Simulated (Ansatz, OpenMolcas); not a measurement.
Worked example: the enthalpy of formation of C3H3 (cyclopropenyl radical)

The species is C3H3 (6 atoms), meant as a doublet with charge 0. As SMILES, `[CH]1C=C1`. Geometry: relaxed at PBE0-D4/def2-TZVP.

```xyz
6

C    -0.6725   -0.5115   -0.3892
C     0.5696    0.2367   -0.4493
C     0.1545   -0.1206    0.7375
H    -1.6842   -0.2005   -0.6494
H     1.3154    0.7277   -1.0519
H     0.3172   -0.1318    1.8023
```

Total energies at UBLYP/def2-SVPD (OpenMolcas 26.06); the atoms run unrestricted:

```tsv
species	state	energy (Eh)
C3H3	doublet	-115.820743
C	triplet	-37.801743
H	doublet	-0.496404
```

Harmonic wavenumbers at UPBE0-D4/def2-TZVP, in cm⁻¹: 622, 722, 893, 919, 977, 989, 1042, 1262, 1684, 3091, 3262, 3308.

Measured heats of formation of the gaseous atoms at 298.15 K, in kJ/mol: C 716.9, H 218.0. Take 1 Eh = 2625.50 kJ/mol, 1 cm⁻¹ = 0.0119627 kJ/mol, RT = 2.479 kJ/mol.

Task: Work out the heat of formation of the gas at 298 K.

Result: 
1. Electronic atomisation energy: 3 × (-37.801743) + 3 × (-0.496404) − (-115.820743) = 0.926302 Eh = 2432.0 kJ/mol.
2. Zero-point energy: half the sum of the wavenumbers, 9385.5 cm⁻¹ = 112.3 kJ/mol.
3. Thermal vibrational enthalpy, Σ hcν̃/(exp(hcν̃/kT) − 1): 1.3 kJ/mol. Translation, rotation and pV of a non-linear molecule: 4 RT = 9.9 kJ/mol.
4. The 6 free atoms carry 5/2 RT each: 37.2 kJ/mol.
5. Spin-orbit coupling lowers the free atoms by 3 × 0.02 = 0.1 kJ/mol.
6. Atomisation enthalpy at 298 K: 2432.0 − 0.1 − 112.3 − 1.3 − 9.9 + 37.2 = 2345.6 kJ/mol.
7. Sum of the atoms' heats of formation: 2804.7 kJ/mol. Heat of formation: 2804.7 − 2345.6 = +459.1 kJ/mol.

The tabulated value is +486.8 kJ/mol (Active Thermochemical Tables), so this level is off by -27.7 kJ/mol, or 1.2 % of the atomisation enthalpy. Gradient-corrected functionals often overbind somewhat. Anharmonicity and any spin-orbit splitting of the molecule are left out.
